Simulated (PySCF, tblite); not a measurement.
Potential energy curve for SMILES N (H3N), singlet. The N1–H4 bond (N1 also carries H, H; H4 carries nothing else) is varied alone, starting from the PBE0/def2-TZVP optimised geometry.

Computed with: UHF/cc-pVDZ (PySCF); UCCSD(T) = CCSD(T) on UHF/cc-pVDZ, 1 core orbital frozen (PySCF); GFN2-xTB, 300 K electronic temperature (tblite).

Energies are in kcal/mol, each relative to the lowest point of its own curve near equilibrium.

```csv
R / Å,UHF,UCCSD(T),GFN2-xTB
0.77,54.8,59.0,55.2
0.80,38.8,42.4,38.7
0.85,19.7,22.5,19.6
0.92,5.1,6.7,5.3
0.94,2.9,4.1,3.1
0.99,0.2,0.6,0.3
1.01,0.0,0.1,0.0
1.03,0.3,0.0,…
1.07,…,1.0,1.3
1.12,…,3.9,4.2
1.19,13.4,10.2,10.0
1.24,19.8,15.6,14.9
1.37,38.5,31.5,28.9
1.51,58.6,48.9,44.5
1.67,71.6,66.9,61.5
1.80,76.5,79.0,74.0
2.04,80.0,95.5,93.6
2.22,80.8,102.1,105.2
2.48,81.1,105.7,117.9
2.72,81.1,…,…
3.06,81.1,107.2,133.0
3.51,81.2,…,—
```

Q: What belongs in the gaps?

A: 
- 1.03, GFN2-xTB: 0.1
- 1.07, UHF: 2.0
- 1.12, UHF: 5.8
- 2.72, UCCSD(T): 106.7
- 2.72, GFN2-xTB: 126.0
- 3.51, UCCSD(T): 107.4

Dashes: no converged value, or the column stops at the first point that the program doubted or that broke a chosen test of continuity, which isn't proof of a fault.

The unrestricted determinant behind UHF, UCCSD(T) is spin-contaminated at 1.51 to 3.51 Å (<S²> up to 1.0, against 0.00 for a pure singlet).
